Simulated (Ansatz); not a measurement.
**CH4FO radical (built from SMILES O.[CH2]F): a reaction path by the nudged elastic band**

Aim: the minimum-energy path between two given structures and its highest point. Both ends were relaxed at PBE0-D4 in triple zeta. A second band with other settings follows.

Computed with Ansatz 0.2.0, Gaussian basis. Level: PBE0-D4/def2-SVP, unrestricted.

22 further runs of the same task are left out: 22 set aside as unsound or not needed.

## Step 1: The starting structure

The first end: 7 atoms, charge 0, spin multiplicity 2.

Atoms are counted from 1 here; the program's logs count them from 0.

Bond lengths: H1–O2 0.962 Å, O2–H5 0.960 Å, C3–F4 1.331 Å, C3–H6 1.083 Å, C3–H7 1.083 Å. Angles: H1–O2–H5 104.1°, F4–C3–H6 114.8°, F4–C3–H7 114.8°, H6–C3–H7 124.4°.

As a file:

```
H    -0.3798   -1.2655   -0.2407
O     0.1485   -2.0635   -0.1401
C    -0.2962    1.1690   -0.0019
F     0.9481    1.0380    0.4532
H     0.9881   -1.7471    0.2015
H    -1.0383    1.3730    0.7593
H    -0.3704    1.4959   -1.0313
```

The second end:

```xyz
7
CH4FO
H    -0.9737   -0.0445   -0.3538
O     0.6317   -2.4594    0.0149
C    -0.3819    0.8256   -0.0665
F     0.8701    0.3900    0.3492
H     0.9585   -1.5599    0.2114
H    -0.8558    1.3533    0.7620
H    -0.2489    1.4949   -0.9173
```

## Step 2: The band at PBE0-D4/def2-SVP

File neb/in.yaml:

```yaml
crystal:
  periodic: [false, false, false]
  atoms:
    - {symbol: H, position_ang: [-0.379789, -1.265491, -0.240687]}
    - {symbol: O, position_ang: [0.148502, -2.063461, -0.140145]}
    - {symbol: C, position_ang: [-0.296211, 1.168991, -0.001949]}
    - {symbol: F, position_ang: [0.948140, 1.038017, 0.453234]}
    - {symbol: H, position_ang: [0.988099, -1.747051, 0.201546]}
    - {symbol: H, position_ang: [-1.038320, 1.373033, 0.759275]}
    - {symbol: H, position_ang: [-0.370422, 1.495861, -1.031273]}
basis:
  gaussian: {orbitals: def2-SVP}
magnetization: {spin_polarized: true, initial_magnetization: 1}
hamiltonian: {xc: pbe0, dispersion: d4}
neb:
  images: 5
  climbing: true
  max_iterations: 40
  initial_path: idpp
  final_atoms:
    - {symbol: H, position_ang: [-0.973730, -0.044550, -0.353804]}
    - {symbol: O, position_ang: [0.631706, -2.459404, 0.014943]}
    - {symbol: C, position_ang: [-0.381869, 0.825555, -0.066500]}
    - {symbol: F, position_ang: [0.870102, 0.390023, 0.349247]}
    - {symbol: H, position_ang: [0.958482, -1.559855, 0.211387]}
    - {symbol: H, position_ang: [-0.855783, 1.353258, 0.761977]}
    - {symbol: H, position_ang: [-0.248909, 1.494874, -0.917250]}
```

The run is started by

```sh
$ ansatz run in.yaml --threads 2 --pin off --events-out ev --progress --plain --max-ram 4352MiB
```

What it wrote:

```text
Functional definition: PBE0
  name "PBE0"
  cite "Adamo & Barone, J. Chem. Phys. 110, 6158 (1999) doi:10.1063/1.478522"
  cite "Perdew, Burke & Ernzerhof, Phys. Rev. Lett. 77, 3865 (1996) doi:10.1103/PhysRevLett.77.3865"
  parent pbe
  parameter a = 0.25
  parameter kappa = 0.804
  parameter beta = 0.06672455060314922
  exchange = (1 - a)*pbe_x(kappa = kappa, mu = beta*pi^2/3) + a*exact_x
  correlation = pbe_c(beta = beta)
664 factors; integrals over basis functions are off by at most 4.3e-4 eV
mean field evaluation 1: about -5849.1342 eV, gradient 3.3e1 eV
mean field evaluation 2: about -5847.1189 eV, gradient 4.2e1 eV
mean field evaluation 4: about -5853.0996 eV, gradient 9.1e-1 eV
mean field evaluation 8: about -5853.1249 eV, gradient 8.2e-2 eV
mean field -5853.12491977 eV, -215.0983734110 hartree, gradient 8.1e-5 eV, S^2 0.753639; 0 other end points of the search recorded, 0 dependent functions left out
the calculation of the forces begins
reference -5853.12493839 eV, -215.0983740951 hartree; 14, 13 occupied and 48, 49 virtual orbitals, 664 factors
[... from here to the last solve, the lines of the solves are left out (120 solves) ...]
WARN: NEB end point (image 0): max|allowed force component| = 5.726e-1 eV/Å (the criterion of neb.relax_end_points is 1.000e-2). That is over neb.f_tol: it is no minimum, so the barrier can be far off. Relax it first
WARN: NEB end point (image 6): max|allowed force component| = 6.940e-1 eV/Å (the criterion of neb.relax_end_points is 1.000e-2). That is over neb.f_tol: it is no minimum, so the barrier can be far off. Relax it first
NEB iter   1: max|band force component| = 4.877e0 eV/Å  barrier→ = 3.0214 eV  barrier← = 2.5444 eV  Δτ_max = 0.2000 Å  (750 SCF iters)
NEB iter   2: max|band force component| = 4.372e0 eV/Å  barrier→ = 2.0741 eV  barrier← = 1.5971 eV  Δτ_max = 0.2000 Å  (435 SCF iters)
NEB iter   3: max|band force component| = 2.013e1 eV/Å  barrier→ = 1.7490 eV  barrier← = 1.2720 eV  Δτ_max = 0.1010 Å  (392 SCF iters)
NEB iter   4: max|band force component| = 7.631e0 eV/Å  barrier→ = 0.8049 eV  barrier← = 0.3279 eV  Δτ_max = 0.1990 Å  (344 SCF iters)
NEB iter   5: max|band force component| = 3.434e0 eV/Å  barrier→ = 0.8170 eV  barrier← = 0.3399 eV  Δτ_max = 0.1703 Å  (337 SCF iters)
NEB iter   6: max|band force component| = 7.159e-1 eV/Å  barrier→ = 0.6687 eV  barrier← = 0.1916 eV  Δτ_max = 0.0328 Å  (301 SCF iters)
NEB iter   7: max|band force component| = 2.528e-1 eV/Å  barrier→ = 0.6538 eV  barrier← = 0.1768 eV  CI = image 3  Δτ_max = 0.0627 Å  (309 SCF iters)
NEB iter   8: max|band force component| = 1.284e-1 eV/Å  barrier→ = 0.6673 eV  barrier← = 0.1903 eV  CI = image 3  Δτ_max = 0.0263 Å  (310 SCF iters)
NEB iter   9: max|band force component| = 1.092e-1 eV/Å  barrier→ = 0.6714 eV  barrier← = 0.1943 eV  CI = image 3  Δτ_max = 0.0131 Å  (260 SCF iters)
NEB iter  10: max|band force component| = 5.901e-2 eV/Å  barrier→ = 0.6716 eV  barrier← = 0.1945 eV  CI = image 3  Δτ_max = 0.0217 Å  (243 SCF iters)
664 factors; integrals over basis functions are off by at most 1.2e-3 eV
mean field -5852.46233606 eV, -215.0740239088 hartree, gradient 1.3e-6 eV, S^2 0.754921; 0 other end points of the search recorded, 0 dependent functions left out
the calculation of the forces begins
reference -5852.46235368 eV, -215.0740245563 hartree; 14, 13 occupied and 48, 49 virtual orbitals, 664 factors
NEB iter  11: max|band force component| = 2.771e-2 eV/Å  barrier→ = 0.6714 eV  barrier← = 0.1943 eV  CI = image 3  Δτ_max = 0.0000 Å  (2167 SCF iters)
Total energy: -5852.49522732 eV, -215.0752326401 hartree
Atom 0 at    -0.319324    -0.458478    -0.159400 Å, force    -0.002406     0.041532     0.003316 eV/Å
Atom 1 at     0.106284    -1.811267    -0.114863 Å, force    -0.000548    -0.042611    -0.004278 eV/Å
Atom 2 at    -0.263630     0.706323    -0.037263 Å, force     0.015497    -0.006626     0.004919 eV/Å
Atom 3 at     0.959838     1.033008     0.444955 Å, force    -0.014656     0.002285    -0.005305 eV/Å
Atom 4 at     0.993455    -1.606748     0.230064 Å, force     0.005978     0.001180     0.002459 eV/Å
Atom 5 at    -1.055161     0.994052     0.672580 Å, force    -0.002459     0.002035     0.000760 eV/Å
Atom 6 at    -0.421463     1.143008    -1.036071 Å, force    -0.001406     0.002205    -0.001871 eV/Å
Dipole moment:    -0.045202     0.214482     0.000823 e Å
```

Wall time 2.5 min (2 threads of Intel Xeon 6975P-C, shared host).

The last band:

| image | path (Å) | energy (kJ/mol) | H1–C3 (Å) | H1–O2 (Å) |
| --- | --- | --- | --- | --- |
| 0 | 0.00 | 0.0 | 2.45 | 0.96 |
| 1 | 0.42 | 0.1 | 2.12 | 0.97 |
| 2 | 0.83 | 12.2 | 1.71 | 0.99 |
| 3 | 1.25 | 64.8 | 1.17 | 1.42 |
| 4 | 1.75 | 57.2 | 1.11 | 1.87 |
| 5 | 2.25 | 45.3 | 1.10 | 2.35 |
| 6 | 2.74 | 46.0 | 1.09 | 2.92 |

The highest image, 3:

```xyz
7
CH4FO
H    -0.31932   -0.45848   -0.15940
O     0.10628   -1.81127   -0.11486
C    -0.26363    0.70632   -0.03726
F     0.95984    1.03301    0.44495
H     0.99345   -1.60675    0.23006
H    -1.05516    0.99405    0.67258
H    -0.42146    1.14301   -1.03607
```

## Step 3: The band at PBE-D4/def2-SVP, other settings

Changes to neb/in.yaml since step 2:

```diff
@@ -13,8 +13,9 @@
 magnetization: {spin_polarized: true, initial_magnetization: 1}
-hamiltonian: {xc: pbe0, dispersion: d4}
+hamiltonian: {xc: pbe, dispersion: d4}
 neb:
-  images: 5
-  climbing: true
-  max_iterations: 40
+  images: 7
+  climbing: false
+  max_iterations: 25
   initial_path: idpp
+  max_displacement: 0.05
   final_atoms:
```

The run is started by

```sh
$ ansatz run in.yaml --threads 2 --pin off --events-out ev --progress --plain --max-ram 4352MiB
```

What it wrote:

```text
Functional definition: PBE
  name "PBE"
  cite "Perdew, Burke & Ernzerhof, Phys. Rev. Lett. 77, 3865 (1996) doi:10.1103/PhysRevLett.77.3865"
  parent pbe
  parameter kappa = 0.804
  parameter beta = 0.06672455060314922
  exchange = pbe_x(kappa = kappa, mu = beta*pi^2/3)
  correlation = pbe_c(beta = beta)
681 factors; their error is unknown
mean field evaluation 1: about -5846.7045 eV, gradient 4.1e1 eV
mean field evaluation 2: about -5819.3899 eV, gradient 8.0e1 eV
mean field evaluation 4: about -5852.6943 eV, gradient 6.4e0 eV
mean field evaluation 8: about -5852.8684 eV, gradient 2.1e-1 eV
mean field evaluation 16: about -5852.8398 eV, gradient 1.3e-5 eV
mean field -5852.83982538 eV, -215.0878963852 hartree, gradient 1.3e-5 eV, S^2 0.752546; 0 other end points of the search recorded, 0 dependent functions left out
the calculation of the forces begins
reference -5852.83985020 eV, -215.0878972975 hartree; 14, 13 occupied and 48, 49 virtual orbitals, 681 factors
[... from here to the last solve, the lines of the solves are left out (175 solves) ...]
WARN: NEB end point (image 0): max|allowed force component| = 9.726e-1 eV/Å (the criterion of neb.relax_end_points is 1.000e-2). That is over neb.f_tol: it is no minimum, so the barrier can be far off. Relax it first
WARN: NEB end point (image 8): max|allowed force component| = 8.030e-1 eV/Å (the criterion of neb.relax_end_points is 1.000e-2). That is over neb.f_tol: it is no minimum, so the barrier can be far off. Relax it first
NEB iter   1: max|band force component| = 4.513e0 eV/Å  barrier→ = 2.7245 eV  barrier← = 2.1043 eV  Δτ_max = 0.0500 Å  (1120 SCF iters)
NEB iter   2: max|band force component| = 4.281e0 eV/Å  barrier→ = 2.5672 eV  barrier← = 1.9470 eV  Δτ_max = 0.0500 Å  (475 SCF iters)
NEB iter   3: max|band force component| = 4.344e0 eV/Å  barrier→ = 2.3711 eV  barrier← = 1.7509 eV  Δτ_max = 0.0500 Å  (531 SCF iters)
NEB iter   4: max|band force component| = 4.426e0 eV/Å  barrier→ = 2.1319 eV  barrier← = 1.5117 eV  Δτ_max = 0.0500 Å  (504 SCF iters)
NEB iter   5: max|band force component| = 4.378e0 eV/Å  barrier→ = 1.8484 eV  barrier← = 1.2282 eV  Δτ_max = 0.0500 Å  (466 SCF iters)
NEB iter   6: max|band force component| = 4.231e0 eV/Å  barrier→ = 1.5923 eV  barrier← = 0.9721 eV  Δτ_max = 0.0500 Å  (395 SCF iters)
NEB iter   7: max|band force component| = 3.783e0 eV/Å  barrier→ = 1.2602 eV  barrier← = 0.6401 eV  Δτ_max = 0.0500 Å  (454 SCF iters)
NEB iter   8: max|band force component| = 2.962e0 eV/Å  barrier→ = 1.0046 eV  barrier← = 0.3844 eV  Δτ_max = 0.0500 Å  (463 SCF iters)
NEB iter   9: max|band force component| = 1.953e0 eV/Å  barrier→ = 0.8040 eV  barrier← = 0.1838 eV  Δτ_max = 0.0500 Å  (466 SCF iters)
NEB iter  10: max|band force component| = 1.489e0 eV/Å  barrier→ = 0.6529 eV  barrier← = 0.0327 eV  Δτ_max = 0.0500 Å  (519 SCF iters)
NEB iter  11: max|band force component| = 7.359e-1 eV/Å  barrier→ = 0.6437 eV  barrier← = 0.0235 eV  Δτ_max = 0.0500 Å  (378 SCF iters)
NEB iter  12: max|band force component| = 6.148e-1 eV/Å  barrier→ = 0.6358 eV  barrier← = 0.0157 eV  Δτ_max = 0.0500 Å  (389 SCF iters)
NEB iter  13: max|band force component| = 6.539e-1 eV/Å  barrier→ = 0.6302 eV  barrier← = 0.0100 eV  Δτ_max = 0.0250 Å  (352 SCF iters)
NEB iter  14: max|band force component| = 8.176e-1 eV/Å  barrier→ = 0.6279 eV  barrier← = 0.0077 eV  Δτ_max = 0.0251 Å  (357 SCF iters)
NEB iter  15: max|band force component| = 1.073e0 eV/Å  barrier→ = 0.6275 eV  barrier← = 0.0073 eV  Δτ_max = 0.0500 Å  (306 SCF iters)
NEB iter  16: max|band force component| = 1.113e0 eV/Å  barrier→ = 0.6247 eV  barrier← = 0.0045 eV  Δτ_max = 0.0500 Å  (339 SCF iters)
NEB iter  17: max|band force component| = 9.355e-1 eV/Å  barrier→ = 0.6239 eV  barrier← = 0.0037 eV  Δτ_max = 0.0500 Å  (307 SCF iters)
NEB iter  18: max|band force component| = 5.760e-1 eV/Å  barrier→ = 0.6213 eV  barrier← = 0.0011 eV  Δτ_max = 0.0499 Å  (363 SCF iters)
NEB iter  19: max|band force component| = 3.506e-1 eV/Å  barrier→ = 0.6202 eV  barrier← = 0.0000 eV  Δτ_max = 0.0500 Å  (352 SCF iters)
NEB iter  20: max|band force component| = 3.650e-1 eV/Å  barrier→ = 0.6239 eV  barrier← = 0.0037 eV  Δτ_max = 0.0182 Å  (334 SCF iters)
NEB iter  21: max|band force component| = 1.955e-1 eV/Å  barrier→ = 0.6231 eV  barrier← = 0.0029 eV  Δτ_max = 0.0249 Å  (283 SCF iters)
681 factors; their error is unknown
mean field evaluation 2496: about -5852.0289 eV, gradient 1.3e-6 eV
mean field -5852.02889894 eV, -215.0580953883 hartree, gradient 1.3e-6 eV, S^2 0.752069; 0 other end points of the search recorded, 0 dependent functions left out
the calculation of the forces begins
reference -5852.02892180 eV, -215.0580962287 hartree; 14, 13 occupied and 48, 49 virtual orbitals, 681 factors
NEB iter  22: max|band force component| = 2.075e-2 eV/Å  barrier→ = 0.6217 eV  barrier← = 0.0015 eV  Δτ_max = 0.0000 Å  (1346 SCF iters)
WARN: NEB end point (image 0): the path dips 0.053525 eV below it before the top, so the barrier from the dip is that much higher. The path crosses a lower well, or the end point is a saddle point, which neb.relax_end_points tests for
Total energy: -5852.26744340 eV, -215.0668617356 hartree
Atom 0 at    -0.640436    -0.353960    -0.322070 Å, force    -0.114951     0.071963    -0.044298 eV/Å
Atom 1 at     0.518652    -2.129658     0.059106 Å, force     0.167498    -0.164085     0.050955 eV/Å
Atom 2 at    -0.378525     0.698076    -0.092163 Å, force    -0.048028     0.026204    -0.011437 eV/Å
Atom 3 at     0.937612     0.708055     0.379092 Å, force    -0.011915    -0.102535    -0.011875 eV/Å
Atom 4 at     1.069871    -1.336798     0.298017 Å, force    -0.018610     0.033915    -0.000333 eV/Å
Atom 5 at    -1.057194     1.098603     0.689180 Å, force     0.013033     0.066246     0.004680 eV/Å
Atom 6 at    -0.449980     1.315580    -1.011161 Å, force     0.012973     0.068291     0.012308 eV/Å
Dipole moment:    -0.141096     0.268320    -0.041396 e Å
```

It took 3.8 min on 2 threads of Intel Xeon 6975P-C, shared host.

The last band:

| image | path (Å) | energy (kJ/mol) | H1–C3 (Å) | H1–O2 (Å) |
| --- | --- | --- | --- | --- |
| 0 | 0.00 | 0.0 | 2.45 | 0.96 |
| 1 | 0.36 | -5.2 | 2.39 | 0.98 |
| 2 | 0.72 | -4.2 | 2.10 | 0.98 |
| 3 | 1.08 | 2.6 | 1.76 | 1.00 |
| 4 | 1.44 | 45.1 | 1.30 | 1.28 |
| 5 | 1.80 | 59.0 | 1.14 | 1.75 |
| 6 | 2.16 | 60.0 | 1.11 | 2.15 |
| 7 | 2.52 | 54.8 | 1.11 | 2.51 |
| 8 | 2.89 | 59.8 | 1.09 | 2.92 |

The highest image, 6:

```xyz
7
charge 0, multiplicity 2
H    -0.6404   -0.3540   -0.3221
O     0.5187   -2.1297    0.0591
C    -0.3785    0.6981   -0.0922
F     0.9376    0.7081    0.3791
H     1.0699   -1.3368    0.2980
H    -1.0572    1.0986    0.6892
H    -0.4500    1.3156   -1.0112
```

## Step 4: Outcome

```
                                                                       quantity                                                 value
                                                PBE0-D4/def2-SVP, 11 iterations  highest 64.8 kJ/mol (image 3), last end +46.0 kJ/mol
                                                 PBE-D4/def2-SVP, 22 iterations  highest 60.0 kJ/mol (image 6), last end +59.8 kJ/mol
from earlier runs: barrier over the separately found saddle, CCSD(T)/def2-TZVPP                                           92.4 kJ/mol
```

What this shows: The highest image lies 64.8 kJ/mol above the first end, and it climbed, so it estimates the saddle. The ends are not quite minima at this level (largest force component 0.69 eV/Å), so the heights are unreliable: relaxing the first end would lower it and raise the barrier above it. The highest image is 27.6 kJ/mol below the CCSD(T) barrier in triple zeta, which comes from separate runs on the saddle. The second band's highest image lies at 60.0 kJ/mol; the levels differ, and it didn't climb, so it lies under its saddle.
